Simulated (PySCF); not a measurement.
# `C=C(CC)CO`: 4 charge schemes on one density

Compound: C5H10O.
Z-matrix (Å and degrees, GFN2-xTB geometry), rows numbered from 1:
```
C 
C   1  1.3231
C   2  1.5044  1  122.59
C   3  1.5302  2  111.37  1    94.75
C   2  1.5090  1  122.28  3   178.62
O   5  1.4048  2  114.99  1   -12.27
H   1  1.0763  2  121.71  3     1.40
H   1  1.0770  2  121.88  3   179.99
H   3  1.0911  2  109.32  1   -25.61
H   3  1.0923  2  109.64  1  -144.16
H   4  1.0873  3  110.27  2  -177.36
H   4  1.0876  3  110.18  2   -57.53
H   4  1.0876  3  111.02  2    62.62
H   5  1.1020  2  109.08  1  -136.67
H   5  1.0956  2  109.18  1   106.10
H   6  0.9639  5  108.32  2   -54.07
```

Density: PBE0/pcSseg-1 (PySCF); schemes: Mulliken, IAO, Hirshfeld and ESP-fitted. Isolated species at its GFN2-xTB geometry (one conformer only).

Problem. Give the atomic charges in each scheme.

Solution. In e:

```tsv
atom	environment	Mulliken	IAO	Hirshfeld	ESP-fitted
C1	terminal =CH2 carbon	-0.060	-0.353	-0.124	-0.542
C2	fully substituted alkene carbon	-0.498	+0.004	+0.005	-0.066
C3	allylic carbon	-0.169	-0.259	-0.065	+0.125
C4	methyl carbon	-0.270	-0.412	-0.116	-0.225
C5	carbinol carbon (C–OH)	+0.205	-0.051	+0.002	+0.304
O6	alcohol oxygen	-0.453	-0.543	-0.225	-0.642
H7	vinylic hydrogen	+0.099	+0.144	+0.042	+0.205
H8	vinylic hydrogen	+0.099	+0.149	+0.036	+0.198
H9	methylene hydrogen	+0.122	+0.142	+0.043	+0.025
H10	methylene hydrogen	+0.117	+0.135	+0.041	-0.020
H11	methyl hydrogen	+0.117	+0.142	+0.042	+0.056
H12	methyl hydrogen	+0.115	+0.143	+0.037	+0.063
H13	methyl hydrogen	+0.110	+0.135	+0.037	+0.066
H14	methylene hydrogen	+0.104	+0.118	+0.035	-0.012
H15	methylene hydrogen	+0.137	+0.159	+0.050	+0.063
H16	hydroxyl hydrogen	+0.225	+0.347	+0.159	+0.401
```

Mean size of the charges over all atoms: IAO 0.202 e, ESP-fitted 0.188 e, Mulliken 0.181 e, Hirshfeld 0.066 e. Each set sums to the total charge, 0, to within 0.001 e. The ESP scheme fits charges at the nuclei, held to the total charge, to the electrostatic potential on points at 1.4 to 2.0 times the van der Waals radii.

Lowest charge. The schemes don't all agree: Mulliken C2 (-0.498); IAO O6 (-0.543); Hirshfeld O6 (-0.225); ESP-fitted O6 (-0.642).

Highest charge. All schemes agree: Mulliken H16 (+0.225); IAO H16 (+0.347); Hirshfeld H16 (+0.159); ESP-fitted H16 (+0.401).

Problem. How many electrons does the IAO scheme count on C5?

Solution. Z − q = 6 − (-0.051) = 6.051.

Problem. How closely do the schemes follow one another over all atoms?

Solution. Correlation coefficient and root-mean-square difference: IAO with Hirshfeld 0.98, 0.160 e; Hirshfeld with ESP-fitted 0.85, 0.196 e; IAO with ESP-fitted 0.79, 0.168 e; Mulliken with IAO 0.74, 0.170 e; Mulliken with Hirshfeld 0.73, 0.166 e; Mulliken with ESP-fitted 0.66, 0.203 e.
